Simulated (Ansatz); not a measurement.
## C4H6O2, SMILES COC=C1CO1: a ranking of conformers

Program: Ansatz's Python interface.

`conformers_c4h6o2.py`
```python
'''Conformer energies of C4H6O2.'''

import ansatz as az
from rdkit import Chem
from rdkit.Chem import AllChem


def main() -> None:
    rd = Chem.AddHs(Chem.MolFromSmiles('COC=C1CO1'))
    ids = list(AllChem.EmbedMultipleConfs(rd, numConfs=20, randomSeed=317, pruneRmsThresh=0.4))
    field = [energy for _, energy in AllChem.MMFFOptimizeMoleculeConfs(rd)]
    distinct = {round(e, 2): i for i, e in zip(ids, field)}
    chosen = sorted(distinct.items())[:4]
    found = []
    for force_field, index in chosen:
        molecule = az.Crystal.molecule()
        for atom, xyz in zip(rd.GetAtoms(), rd.GetConformer(index).GetPositions()):
            molecule = molecule.atom(atom.GetSymbol(), xyz.round(5).tolist())
        job = molecule.calculation()
        job = job.basis(gaussian='def2-SVP')
        job = job.functional('HF')
        found.append(job.run(threads=1, pin='off').report['free_energy_ev'])
    print('conformer   MMFF (kcal/mol)   this level (kcal/mol)')
    for (force_field, index), e in zip(chosen, found):
        print(f'{index:9d} {force_field - chosen[0][0]:17.2f} {23.060548 * (e - min(found)):17.3f}')


if __name__ == '__main__':
    main()
```

```console
$ python conformers_c4h6o2.py
conformer   MMFF (kcal/mol)   this level (kcal/mol)
        4              0.00             0.000
        1              0.24             1.062
        5              3.04             1.553
        3              5.10             1.963
```

Caveats:
- The settings weren't tested for convergence.
- The conformers keep their force-field geometries.
- Timing: 4.2 s on 1 thread of Arm Neoverse V1 (shared host), peak memory 0.31 GiB.
